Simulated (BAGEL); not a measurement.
# doublet CH2O+: levels of theory compared

We compute a comparison of 6 runs (UHF/STO-3G, ROHF/6-31G*, UHF/6-31G*, ROHF/def2-TZVPP, CASPT2(11,10)/6-31G*, FCI/STO-3G) of doublet CH2O+. 

The calculation is run with BAGEL 1.2.2.

15 further runs of the same task are left out: 15 set aside as unsound or not needed.

### Step 1. The structure to begin with

CH2O+: 4 atoms, total charge +1, spin state doublet. SMILES of the parent species: `C=O`. The coordinates come from a PBE0-D4/def2-TZVP relaxation. That shape belongs to the parent species and isn't relaxed for this state.

Bond lengths: C1–O2 1.195 Å, C1–H3 1.109 Å, C1–H4 1.109 Å. Angles: O2–C1–H3 122.0°, O2–C1–H4 122.0°, H3–C1–H4 116.0°.

### Step 2. A single-point energy at UHF/STO-3G (density fitting with qzvpp-jkfit) (run 1)

The input, job.json:

```json
{ "bagel" : [

{
  "title" : "molecule",
  "basis" : "sto-3g",
  "df_basis" : "qzvpp-jkfit",
  "angstrom" : "true",
  "geometry" : [
    { "atom" : "C", "xyz" : [      -0.002800,      -0.002200,      -0.003300 ] },
    { "atom" : "O", "xyz" : [       0.692000,       0.544400,       0.801300 ] },
    { "atom" : "H", "xyz" : [      -0.544800,       0.559700,      -0.790500 ] },
    { "atom" : "H", "xyz" : [      -0.144300,      -1.101900,      -0.007500 ] }
  ]
},

{ "title" : "uhf", "charge" : 1, "nopen" : 1 },

{ "title" : "print", "file" : "orbitals.molden", "orbitals" : "true" }

]}
```

Started as:

```console
$ BAGEL_NUM_THREADS=1 BAGEL job.json > job.out
```

What it wrote:

```text
* using 1 threads per process

  ===============================================================
  ===============================================================

  *** Geometry ***

  { "atom" : "C", "xyz" : [     -0.005291,     -0.004157,     -0.006236 ] },
  { "atom" : "O", "xyz" : [      1.307690,      1.028767,      1.514238 ] },
  { "atom" : "H", "xyz" : [     -1.029523,      1.057680,     -1.493829 ] },
  { "atom" : "H", "xyz" : [     -0.272687,     -2.082289,     -0.014173 ] },

  Number of auxiliary basis functions:      188

  Since a DF basis is specified, we compute 2- and 3-index integrals:
    o Being stored without compression. Storage requirement is 0.000 GB

  Number of basis functions:       12
  Number of electrons      :       16

    * METHOD: MOLECULE                             0.03

  *** Open-shell HF ***

  === Nuclear Repulsion ===
    31.4580731864

      * DIIS with orbital gradients will be used.

  === UHF iteration (sto-3g) ===
      0       -111.97639616          0.08964591           0.00
      1       -112.04437071          0.05639030           0.00
      2       -112.06774670          0.03017936           0.00
      3       -112.07690023          0.00751610           0.00
      4       -112.07980502          0.00080387           0.00
      5       -112.08021512          0.00032168           0.00
      6       -112.08047958          0.00017754           0.00
      7       -112.08049244          0.00017732           0.00
      8       -112.08035631          0.00018385           0.00
      9       -112.08126700          0.00088858           0.00
     10       -112.08054741          0.00037002           0.00
     11       -112.08126965          0.00004362           0.00
     12       -112.08128618          0.00021955           0.00
     13       -112.08130340          0.00003578           0.00
     14       -112.08130460          0.00001331           0.00
     15       -112.08130463          0.00000418           0.00
     16       -112.08130464          0.00000041           0.00
     17       -112.08130464          0.00000002           0.00
     18       -112.08130464          0.00000000           0.00
    * SCF iteration converged.

    * S^2 (UHF) is 0.8429

    * Permanent dipole moment:
           (    0.572231,     0.450220,     0.662630) a.u.

    * METHOD: UHF                                  0.07

    * METHOD: PRINT                                0.00

  ===============================================================
```

Wall time 0.34 s (1 thread of Intel Xeon 6975P-C (Granite Rapids), shared host).

### Step 3. The energy at ROHF/6-31G(d) (density fitting with qzvpp-jkfit, spherical functions) (run 2)

The input, input.json:

```json
{ "bagel": [

{
  "title": "molecule",
  "basis": "6-31gs.json",
  "df_basis": "qzvpp-jkfit",
  "angstrom": true,
  "geometry": [
    { "atom": "C", "xyz": [      -0.002800,      -0.002200,      -0.003300 ] },
    { "atom": "O", "xyz": [       0.692000,       0.544400,       0.801300 ] },
    { "atom": "H", "xyz": [      -0.544800,       0.559700,      -0.790500 ] },
    { "atom": "H", "xyz": [      -0.144300,      -1.101900,      -0.007500 ] }
  ]
},

{ "title": "rohf", "charge": 1, "nopen": 1 },

{ "title": "print", "file": "orbitals.molden", "orbitals": true }

]}
```

The basis set 6-31G* is read from a file made from the Basis Set Exchange's data (not shown).

Started as:

```console
$ BAGEL_NUM_THREADS=1 BAGEL input.json > input.out
```

What it wrote:

```text
* using 1 threads per process

  ===============================================================
  ===============================================================

  *** Geometry ***

  { "atom" : "C", "xyz" : [     -0.005291,     -0.004157,     -0.006236 ] },
  { "atom" : "O", "xyz" : [      1.307690,      1.028767,      1.514238 ] },
  { "atom" : "H", "xyz" : [     -1.029523,      1.057680,     -1.493829 ] },
  { "atom" : "H", "xyz" : [     -0.272687,     -2.082289,     -0.014173 ] },

  Number of auxiliary basis functions:      188

  Since a DF basis is specified, we compute 2- and 3-index integrals:
    o Being stored without compression. Storage requirement is 0.002 GB

  Number of basis functions:       32
  Number of electrons      :       16

    * METHOD: MOLECULE                             0.04

  *** Open-shell HF ***

  === Nuclear Repulsion ===
    31.4580731864

      * DIIS with orbital gradients will be used.

  === ROHF iteration (6-31gs.json) ===
      0       -113.32151572          0.08555278           0.01
      1       -113.37344888          0.08225488           0.01
      2       -113.41167177          0.06791838           0.01
      3       -113.49740985          0.00989614           0.01
      4       -113.50698808          0.00504428           0.00
      5       -113.51005062          0.00137759           0.00
      6       -113.51089684          0.00024611           0.00
      7       -113.51094244          0.00008071           0.00
      8       -113.51093263          0.00002006           0.00
      9       -113.51094256          0.00000616           0.00
     10       -113.51094163          0.00000156           0.00
     11       -113.51094189          0.00000039           0.00
     12       -113.51094176          0.00000018           0.01
     13       -113.51094175          0.00000006           0.00
     14       -113.51094174          0.00000002           0.00
     15       -113.51094174          0.00000001           0.00
    * SCF iteration converged.

    * S^2 (ROHF) is 0.7500

    * Permanent dipole moment:
           (    0.734860,     0.578145,     0.850965) a.u.

    * METHOD: ROHF                                 0.16

    * METHOD: PRINT                                0.00

  ===============================================================
```

Wall time 0.46 s (1 thread of Intel Xeon 6975P-C (Granite Rapids), shared host).

Runs 3 to 5 aren't shown in full; the table further down has their settings and results.

### Step 4. The energy at FCI/STO-3G (density fitting with qzvpp-jkfit) (run 6)

The input, calc.json:

```json
{ "bagel": [

{
  "title": "molecule",
  "basis": "sto-3g",
  "df_basis": "qzvpp-jkfit",
  "angstrom": "true",
  "geometry": [
    { "atom": "C", "xyz": [      -0.002800,      -0.002200,      -0.003300 ] },
    { "atom": "O", "xyz": [       0.692000,       0.544400,       0.801300 ] },
    { "atom": "H", "xyz": [      -0.544800,       0.559700,      -0.790500 ] },
    { "atom": "H", "xyz": [      -0.144300,      -1.101900,      -0.007500 ] }
  ]
},

{ "title": "hf", "charge": 2 },

{ "title": "fci", "nstate": 1, "charge": 1, "ncore": 2, "nspin": 1 }

]}
```

Started as:

```console
$ BAGEL_NUM_THREADS=1 BAGEL calc.json > calc.out
```

What it wrote:

```text
* using 1 threads per process

  ===============================================================
  ===============================================================

  *** Geometry ***

  { "atom" : "C", "xyz" : [     -0.005291,     -0.004157,     -0.006236 ] },
  { "atom" : "O", "xyz" : [      1.307690,      1.028767,      1.514238 ] },
  { "atom" : "H", "xyz" : [     -1.029523,      1.057680,     -1.493829 ] },
  { "atom" : "H", "xyz" : [     -0.272687,     -2.082289,     -0.014173 ] },

  Number of auxiliary basis functions:      188

  Since a DF basis is specified, we compute 2- and 3-index integrals:
    o Being stored without compression. Storage requirement is 0.000 GB

  Number of basis functions:       12
  Number of electrons      :       16

[... 15 lines left out ...]
    * SCF iteration converged.
[... 1 line left out ...]
    * Permanent dipole moment:
[... 21 lines left out ...]
     guess   0:   closed 11111.....           open .....1....

  === FCI iteration ===

      0  0      -112.00926874     2.35e-03      0.10
      1  0      -112.16486060     1.19e-03      0.09
      2  0      -112.19957562     4.99e-04      0.09
[... 16 lines of this table left out ...]
     19  0      -112.20501523     1.22e-10      0.05
    ** throwing out 1 trial vectors **
     20  0 *    -112.20501523     4.25e-11      0.04

     * ci vector, state   0, <S^2> = 0.7500
       22222a....     0.9052431228
       222a2ab...     0.2333764985
       222b2aa...    -0.1638626411
       222.2a2...     0.1137043684
       2222a2....    -0.1058609295
       2222ba..a.     0.0824342766
       222a2ba...     0.0695138574
       22b22a.a..     0.0585665063
       222ba2a...    -0.0530578791
       2222ab..a.     0.0522045174

    * METHOD: FCI                                  1.51

  ===============================================================
```

Wall time 1.8 s (1 thread of Intel Xeon 6975P-C (Granite Rapids), shared host); peak memory 0.1 GiB.

### Step 5. All runs side by side

| run | level | iteration cap | active rule | energy (Eh) | ⟨S²⟩ | wall time |
| --- | --- | --- | --- | --- | --- | --- |
| 1 | UHF/STO-3G (density fitting with qzvpp-jkfit) | – | – | -112.081305 | 0.843 | 0.34 s |
| 2 | ROHF/6-31G* (density fitting with qzvpp-jkfit, spherical functions) | – | – | -113.510942 | 0.750 | 0.46 s |
| 3 | UHF/6-31G* (density fitting with qzvpp-jkfit, spherical functions) | – | – | -113.518227 | 0.786 | 0.38 s |
| 4 | ROHF/def2-TZVPP (density fitting with qzvpp-jkfit) | – | – | -113.562020 | 0.750 | 0.58 s |
| 5 | CASPT2(11,10)/6-31G* (density fitting with qzvpp-jkfit, spherical functions) | 200 | valence | -113.789012 | – | 50 s |
| 6 | FCI/STO-3G (density fitting with qzvpp-jkfit) | – | – | -112.205015 | – | 1.8 s |

### Step 6. Outcome

```
           quantity          value
run 6: total energy  -112.20502 Eh
```

**Reading.** Against full CI in this basis: UHF +123.7 mEh. In runs 1, 6 the basis is minimal, so the values are rough. All runs together took 54 s, the longest 50 s.
